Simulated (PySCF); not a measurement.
Calculation: PBE-D3(BJ)/def2-TZVP // PBE-D3(BJ)/def2-SVP (PySCF). All species are isolated molecules in the gas phase. 

Reference species (SMILES): `[OH]` (neutral, multiplicity 2).

The highest occupied spin orbital is -7.14 eV and the dipole moment is 1.73 D.

Changed species: `[NH2]` (free radical NH2; the reference has free radical OH).

Problem. Predict the effect on the highest occupied spin orbital and dipole moment.

Solution. the highest occupied spin orbital decreases by 0.06 eV, to -7.20 eV; the dipole moment goes up by 0.19 D, to 1.92 D.
